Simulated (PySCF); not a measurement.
Phosphorus tetramer, P₄.
Atom-mapped SMILES: `[p:1]12[p:2]3[p:3]1[p:4]23`

The geometry is computed with GFN2-xTB (gas phase).

(1) Give the optimised bond lengths and angles.

## Answers

(1) 
| bond | length (pm) | order |
| --- | --- | --- |
| P1–P2 and 5 like bonds | 218.5 | aromatic |

Bonds in one row agree within 1 pm and their mean is given. Orders are formal, as drawn. A selection of angles:
| angle | degrees |
| --- | --- |
| P2–P1–P3 | 60.0 |

All internal angles of the 3-membered ring P2–P3–P4 are 60.0°. All internal angles of the 3-membered ring P1–P3–P4 are 60.0°. P1 (ring phosphorus) is pyramidal (angles 60.0°, 60.0° and 60.0°, sum 180.0°, 1.78 Å off the plane of its three neighbours). All internal angles of the 3-membered ring P1–P2–P4 are 60.0°. All internal angles of the 3-membered ring P1–P2–P3 are 60.0°. All 6 P–P bonds measure 2.184 to 2.185 Å.

Point group: Td (tolerance 0.08 Å). No GFN2-xTB frequencies stand behind this structure, so it isn't proved a minimum.
